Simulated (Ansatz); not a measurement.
```yaml
crystal:
  periodic: [false, false, false]
  atoms:
    - {symbol: Al, position_ang: [-0.715149, -0.126942, 0.250580]}
    - {symbol: C, position_ang: [1.347089, 0.220588, -0.348367]}
    - {symbol: H, position_ang: [-0.638981, 1.308265, -0.545444]}
    - {symbol: H, position_ang: [-1.235345, -1.197451, -0.793236]}
    - {symbol: H, position_ang: [1.722898, -0.760983, -0.077882]}
    - {symbol: H, position_ang: [1.771675, 1.005095, 0.266381]}
    - {symbol: H, position_ang: [1.471535, 0.414629, -1.406432]}
basis:
  gaussian: {orbitals: def2-TZVP}
magnetization: {spin_polarized: true, initial_magnetization: 2}
hamiltonian: {xc: pbe0}
relax: {f_tol: 0.004, max_steps: 80}
```

```sh
$ ansatz run in.yaml --threads 1 --pin off --events-out ev --progress --plain --max-ram 2176MiB
```

Steps of the relaxation (energy above the last step; positions in Å, forces in eV/Å):

```
7
step 1, 81.9 meV
Al   -0.715   -0.127    0.251   -0.071   -0.275    0.010
C     1.347    0.221   -0.348    0.541    0.533   -0.172
H    -0.639    1.308   -0.545    0.243    0.318   -0.014
H    -1.235   -1.197   -0.793   -0.182   -0.330    0.006
H     1.723   -0.761   -0.078   -0.247   -0.412    0.196
H     1.772    1.005    0.266   -0.080    0.116    0.086
H     1.472    0.415   -1.406   -0.204    0.049   -0.110
```

```
7
step 2, 19.9 meV
Al   -0.710   -0.176    0.187   -0.025    0.132    0.036
C     1.355    0.291   -0.363    0.056   -0.359    0.094
H    -0.457    1.327   -0.523   -0.140   -0.100    0.004
H    -1.303   -1.345   -0.746    0.074    0.119   -0.015
H     1.566   -0.756   -0.071    0.079    0.357   -0.120
H     1.801    1.040    0.286   -0.074   -0.109   -0.033
H     1.471    0.482   -1.425    0.030   -0.040    0.035
```

```
7
step 3, 2.9 meV
Al   -0.712   -0.159    0.206   -0.034   -0.002   -0.012
C     1.359    0.265   -0.362    0.148   -0.066    0.018
H    -0.516    1.331   -0.526   -0.009   -0.013    0.009
H    -1.285   -1.300   -0.761    0.000    0.004    0.008
H     1.627   -0.761   -0.072   -0.054    0.105   -0.017
H     1.778    1.031    0.282   -0.027   -0.029   -0.014
H     1.472    0.456   -1.423   -0.025    0.001    0.007
```

```
7
step 8, 0.4 meV
Al   -0.728   -0.139    0.200   -0.034   -0.003   -0.030
C     1.400    0.252   -0.367   -0.025    0.022   -0.006
H    -0.572    1.355   -0.506    0.004   -0.024    0.018
H    -1.259   -1.303   -0.768    0.019    0.018    0.022
H     1.624   -0.772   -0.061    0.003   -0.009    0.005
H     1.789    1.029    0.279    0.017   -0.004   -0.002
H     1.470    0.441   -1.430    0.016    0.000   -0.007
```

```
7
step 11, 0.0 meV
Al   -0.736   -0.133    0.198   -0.001    0.000   -0.002
C     1.401    0.253   -0.368   -0.001    0.001    0.000
H    -0.579    1.357   -0.504    0.000    0.000    0.001
H    -1.245   -1.307   -0.765   -0.001    0.000    0.001
H     1.612   -0.774   -0.063    0.001    0.001    0.000
H     1.797    1.025    0.279    0.001   -0.001    0.000
H     1.474    0.443   -1.432    0.000   -0.001    0.001
```

Close pairs at the end: C2–H7 1.083 Å, C2–H6 1.083 Å, C2–H5 1.093 Å, Al1–H4 1.602 Å, Al1–H3 1.655 Å, Al1–C2 2.244 Å.

A stationary point of unrestricted PBE0 after 11 steps, with ⟨S²⟩ = 2.007 against 2.00 for a pure state; no frequencies were run, so it isn't proven a minimum. 33 s on 1 thread of Intel Xeon Platinum 8375C, shared host.
